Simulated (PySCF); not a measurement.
PySCF input:

```python
from pyscf import gto, scf, dft

mol = gto.M(
    atom='''
    C     0.00313871    0.00322016    0.46466816
    C     0.00177110    1.41418985   -0.05949539
    H    -0.00580762    1.46685517   -1.19524775
    H    -0.87855294    1.98317546    0.26908926
    H     0.88819067    1.98046155    0.25717418
    C     1.22363514   -0.70949310   -0.05303159
    H     1.26834455   -0.74770811   -1.18850734
    H     2.15786680   -0.22632205    0.26389091
    H     1.27221630   -1.75500801    0.28046707
    C    -1.22641294   -0.70572957   -0.03650824
    H    -1.28655024   -0.74378352   -1.17127689
    H    -1.27370326   -1.75109721    0.29763699
    H    -2.15479637   -0.21969735    0.29297591
    ''',
    basis='def2-tzvpd',
    charge=-1,
    spin=0,
    verbose=4,
)

mf = dft.RKS(mol, xc='tpssh').density_fit(auxbasis='def2-universal-jkfit')
mf.grids.level = 3
mf.conv_tol = 1e-9
mf.max_cycle = 100
mf.max_memory = 1500
mf.kernel()
if not mf.converged:
    mf = mf.newton()
    mf.kernel(mf.make_rdm1())
mf.analyze()
```

### Question
Which total energy does the run end on?

### Answer
-157.85396 Eh (TPSSh/def2-TZVPD).

It need not be the lowest isomer of its formula. Whether it binds its extra electron was not tested at this geometry.
